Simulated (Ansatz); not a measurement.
Relaxation of C2H4NO (8 atoms, charge -1, multiplicity 1), to a largest force component of 0.015 eV/Å in at most 40 steps.

These are results of RKS B3LYP-D4/def2-SVP in Ansatz, not measurements.

```xyz
8
Properties=species:S:1:pos:R:3:forces:R:3
C -0.087 0.933 -0.268 -0.39 -0.05 -0.17
C -0.170 -0.580 0.061 -0.17 0.65 -0.26
N 0.899 -1.017 0.661 0.97 -1.46 0.81
O -1.213 -1.195 -0.270 0.09 0.03 0.04
H -0.222 1.084 -1.340 -0.16 0.20 -0.48
H -0.886 1.465 0.253 -0.41 0.34 0.11
H 0.878 1.328 0.042 0.29 0.47 0.00
H 1.570 -0.248 0.782 -0.23 -0.19 -0.06
```

Q: Where does it end, and by what steps?

A: The forces met the threshold. Limits of this set-up: an anion without diffuse functions, the dipole of an ion depends on the origin. After 5 steps the energy has fallen by 0.140 eV; H7 moved furthest, 0.16 Å.

```json
{"step": "0", "energy less start (eV)": "0.0000", "largest force component (eV/Å)": "1.461", "accepted": "yes"}
{"step": "1", "energy less start (eV)": "-0.1329", "largest force component (eV/Å)": "0.376", "accepted": "yes"}
{"step": "2", "energy less start (eV)": "-0.1385", "largest force component (eV/Å)": "0.167", "accepted": "yes"}
{"step": "3", "energy less start (eV)": "-0.1383", "largest force component (eV/Å)": "0.214", "accepted": "no"}
{"step": "4", "energy less start (eV)": "-0.1400", "largest force component (eV/Å)": "0.035", "accepted": "yes"}
{"step": "5", "energy less start (eV)": "-0.1400", "largest force component (eV/Å)": "0.005", "accepted": "yes"}
```

```xyz
8
Properties=species:S:1:pos:R:3
C -0.088 0.959 -0.274
C -0.128 -0.574 0.080
N 0.912 -1.119 0.689
O -1.191 -1.143 -0.264
H -0.260 1.080 -1.360
H -0.936 1.465 0.225
H 0.848 1.483 -0.002
H 1.613 -0.380 0.826
```

Whether the end is a true minimum wasn't checked by a vibrational analysis.

Run time: 14 s on 1 thread of Arm Neoverse V2, with other jobs on the host, peak memory 0.14 GiB.
